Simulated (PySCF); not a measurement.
Cartesian coordinates (Å):
```xyz
5

C     -0.0454    -0.0013     0.0292
O      1.3149    -0.1194     0.1204
H     -0.5785    -0.1282     0.9807
H     -0.2856     0.9809    -0.4146
H     -0.4121    -0.7328    -0.7126
```
Charge 0, spin multiplicity 2.

Estimate the total energy, highest occupied spin orbital and dipole moment that TPSSh-D3(BJ)/def2-TZVP (PySCF) returns for this input.


- total energy: -115.1062 Ha
- highest occupied spin orbital: -6.85 eV
- dipole moment: 2.03 D
